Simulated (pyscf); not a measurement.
## Multi-bond step: `[Cl][GaH][Cl]` + `[ClH]` → `[ClH]` + `[Cl][Ga]` [singlet] + `[ClH]`

Gas phase, singlet surface, charge 0. Bonds broken: Cl1–Ga2, Ga2–H4, Cl5–H6. Bonds formed: Cl1–H6, H4–Cl5. Single points on ωB97X-D3(BJ)/def2-SVP structures (PySCF, gas phase). Correlated levels are frozen-core, on RHF or UHF. ΔMP2 is the change of the MP2 total energy from the triple- to the quadruple-zeta basis.

Transition state (Å):

```xyz
6

Cl     0.4771     0.0858     0.7015
Ga    -1.5857    -1.1033    -0.0164
Cl    -1.3067    -3.0978     0.7200
H     -1.9569     0.4891    -0.6787
Cl    -1.3983     1.9966    -0.8332
H     -0.2314     1.1762     0.0130
```

One imaginary mode, 1216i cm⁻¹; descent along it reached the two sides named, in the forms told below.

```csv
bond,change,reactant side (Å),saddle,product side
Cl1–Ga2,breaks,2.174,2.487,3.0
Ga2–H4,breaks,1.544,1.764,2.6
Cl5–H6,breaks,1.295,1.659,2.399
Cl1–H6,forms,2.525,1.471,1.294
H4–Cl5,forms,3.3,1.615,1.296
```

Electronic energies relative to the separated reactants (kcal/mol):

| level | barrier | reaction energy | reverse barrier |
|---|---|---|---|
| ωB97X-D3(BJ)/def2-TZVP | 38.6 | +30.1 | 8.5 |
| PBE/def2-TZVP | 21.7 | +22.5 | -0.8 |
| r²SCAN/def2-TZVP | 28.0 | +29.5 | -1.5 |
| B3LYP-D3(BJ)/def2-TZVP | 28.8 | +21.6 | 7.2 |
| PBE0-D3(BJ)/def2-TZVP | 29.2 | +27.1 | 2.1 |
| M06-2X/def2-TZVP | 37.1 | +28.9 | 8.2 |
| ωB97M-D3(BJ)/def2-TZVP | 37.2 | +23.7 | 13.5 |
| HF/def2-TZVP | 63.8 | +27.0 | 36.8 |
| MP2/def2-QZVPP | 36.4 | +29.2 | 7.2 |
| CCSD/def2-TZVPP | 45.5 | +27.1 | 18.4 |
| CCSD(T)/def2-TZVPP | 40.9 | +27.5 | 13.4 |
| CCSD(T)/def2-TZVPP + ΔMP2(QZVPP) | 38.9 | +25.9 | 13.0 |

With CCSD(T)/def2-TZVPP + ΔMP2(QZVPP) energies and thermal terms (ideal gas, 1 atm, RRHO with modes under 100 cm⁻¹ raised to 100, one conformer, R ln 2 for chiral ones without a mode under 150 cm⁻¹), in kcal/mol:

```csv
T (K),ΔH‡,ΔG‡,ΔH,ΔG
298,36.7,46.3,+25.7,+16.7
600,36.8,56.1,+25.5,+7.5
900,37.4,65.6,+25.0,-1.3
1200,38.0,74.9,+24.3,-10.0
```

On the reactant side the descent ends in an adduct with a Cl–Ga contact (not fully relaxed), 8.9 kcal/mol under the separated species and 47.5 kcal/mol under the saddle at ωB97X-D3(BJ)/def2-TZVP. On the product side the descent ends in a bound adduct, 8.3 kcal/mol under the separated species and 16.8 kcal/mol under the saddle at ωB97X-D3(BJ)/def2-TZVP. At PBE, r²SCAN the saddle lies under the separated products, which points to a path from their complex (located at ωB97X-D3(BJ) alone), and parting the products costs more than the saddle. The same reactants have a lower exit, to Cl–Ga(Cl)–Cl + H₂ (barrier +13.3 kcal/mol at ωB97M-D3(BJ), against +37.2 kcal/mol here). One saddle was located; it need not be the lowest between these sides. The CCSD(T) − MP2 part came from Ansatz, without density fitting, on the same reference. The frozen core leaves the outer d or s,p core shells of the metals and heavy elements correlated in the MP2 and CC values, and def2-TZVPP describes them poorly, which can shift differences by a few kcal/mol. Elements up to Kr have no core potential and no relativistic terms here.
